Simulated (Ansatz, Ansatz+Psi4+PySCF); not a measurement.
```yaml
atoms:
  - { symbol: N, position_ang: [0.0436, -0.0227, -1.2037] }
  - { symbol: N, position_ang: [-0.0394, 0.0049, -0.0379] }
  - { symbol: O, position_ang: [-0.0400, 0.0017, 1.0748] }
```

Basis set: cc-pVTZ (spherical functions). Correlated methods keep 3 orbitals frozen. Charge 0, multiplicity 1.

Computed with Ansatz (development build ahead of 0.2.0); each method stands on the lowest determinant of its kind that the runs found. Restricted open shells among the atoms or ions are ROHF, correlated in semicanonical orbitals with singles.

The atomization energy at this shape (free ground-state atoms in the same class of orbitals less the molecule, no zero-point energy) of singlet N2O:

```
 method  atomization energy
RHF-MP2            11.88 eV
```

Question: What does RHF give?

Answer: 3.63 eV. Caution: the shape is not the minimum.
